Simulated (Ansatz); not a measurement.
We consider hcp Lu, described by PBEsol (PAW; Ansatz, a program for electronic structure).

Run with plane-wave cutoff 520 eV, 24×24×12 k mesh (along the axes of the cell as run), Fermi–Dirac smearing 0.03 eV (set by the program), scalar-relativistic PAW data made under PBE.

Cell (relaxed at this level):

```yaml
crystal:
  lattice:
    - [3.44424, 0.00000, 0.00000]
    - [-1.72212, 2.98280, 0.00000]
    - [0.00000, 0.00000, 5.35065]
  atoms:
    - { symbol: Lu, position: [0.66667, 0.33333, 0.75000] }
    - { symbol: Lu, position: [0.33333, 0.66667, 0.25000] }
```

Problem. Give the computed elastic constant C33, Voigt–Reuss–Hill bulk modulus, elastic constant C44, elastic constant C11, elastic constant C12, elastic constant C13 and elastic constant C66.

Solution. 
elastic constant C33: 102 GPa
Voigt–Reuss–Hill bulk modulus: 50.4 GPa
elastic constant C44: 34.1 GPa
elastic constant C11: 99.1 GPa
elastic constant C12: 29.1 GPa
elastic constant C13: 23.9 GPa
elastic constant C66: 35.0 GPa

Elastic constants are with the ions relaxed.

Spin–orbit coupling is not included.

The computed numbers hold no vibrational or temperature effects.

The result took very roughly 80 core-minutes.
